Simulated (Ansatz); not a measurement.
System: chalcopyrite CdGeAs2. Method: r²SCAN+rVV10 (PAW; Ansatz, a quantum-chemistry and plane-wave program).

Numerical settings: plane-wave cutoff 560 eV, 8×8×8 k mesh, Fermi–Dirac smearing 0.01 eV, scalar-relativistic PAW data made under PBE.

Computed at the level's own relaxed cell.

Question: Give the computed c axis length, lattice parameter a, bulk modulus and pressure derivative B′ of the bulk modulus.

Answer: 
- c axis length: 11.235 Å
- lattice parameter a: 5.958 Å
- bulk modulus: 63.9 GPa
- pressure derivative B′ of the bulk modulus: 4.8

Measured, for comparison: lattice parameter c 11.216 Å, lattice constant a 5.943 Å (298 K, not corrected to a static lattice; as tabulated in Abstract on Scilit: Piezoelectric nonlinear optic CuGaSe2 and CdGeAs2: Crystal …); bulk modulus 69.9 GPa (temperature not stated, not corrected to a static lattice; as tabulated in Toher et al. (2017), arXiv:1611.05714). Computed (rounded) less measured: lattice parameter c +0.2 %, lattice constant a +0.3 %, bulk modulus -9 %.

Note: the bulk modulus comes from volumes at which shape and atoms were relaxed.

Computed values are for the static lattice.
